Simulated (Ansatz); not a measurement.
A made-up structure of AlBSiH5, doublet:

```csv
atom,x (Å),y (Å),z (Å)
B1,-1.3589,0.9489,-1.0881
Al2,0.1846,0.7704,0.3478
Si3,1.1232,-1.3776,0.7721
H4,-1.1385,1.1598,-2.2481
H5,-2.5191,0.8322,-0.8069
H6,1.1791,-1.1287,2.1690
H7,2.2118,-1.6772,1.7406
H8,0.7110,-2.6350,0.0920
```

It is relaxed with PBE-D4/def2-SVP and then PBE0-D4/def2-TZVP (Ansatz 0.2.0). Atoms count as bonded within 1.22 times the sum of their covalent radii (H–H: 0.88 Å). The end point is not checked to be a true minimum.

(1) Does its bonding change? (Judge from chemistry; the calculation decides.)

Results:

(1) Computed: No: no bond forms or breaks.

Where it ends: The first stage lowers the energy by 2.29 eV in 16 steps. It ends as AlBSiH₅ ([BH2][Al][SiH3]):
```json
{"atom": "B1", "x (Å)": "-1.4413", "y (Å)": "1.1370", "z (Å)": "-1.2298"}
{"atom": "Al2", "x (Å)": "-0.2395", "y (Å)": "-0.0778", "z (Å)": "-0.1829"}
{"atom": "Si3", "x (Å)": "1.1983", "y (Å)": "-1.5571", "z (Å)": "1.1414"}
{"atom": "H4", "x (Å)": "-1.1921", "y (Å)": "1.3802", "z (Å)": "-2.3758"}
{"atom": "H5", "x (Å)": "-2.4043", "y (Å)": "1.6165", "z (Å)": "-0.7029"}
{"atom": "H6", "x (Å)": "0.6316", "y (Å)": "-1.6389", "z (Å)": "2.5173"}
{"atom": "H7", "x (Å)": "2.5891", "y (Å)": "-1.0352", "z (Å)": "1.2375"}
{"atom": "H8", "x (Å)": "1.2513", "y (Å)": "-2.9320", "z (Å)": "0.5736"}
```

Labels in which every atom is bracketed show which atoms are joined, not bond orders.

For scale, one of the runs: PBE0-D4/def2-TZVP relaxation, 135 basis functions, launched by `ansatz run in.yaml --threads 2 --pin off --events-out ev --progress --plain --max-ram 4352MiB`. Hardware: 2 CPU threads of an Arm Neoverse V2, shared host. Wall time about 18 s.
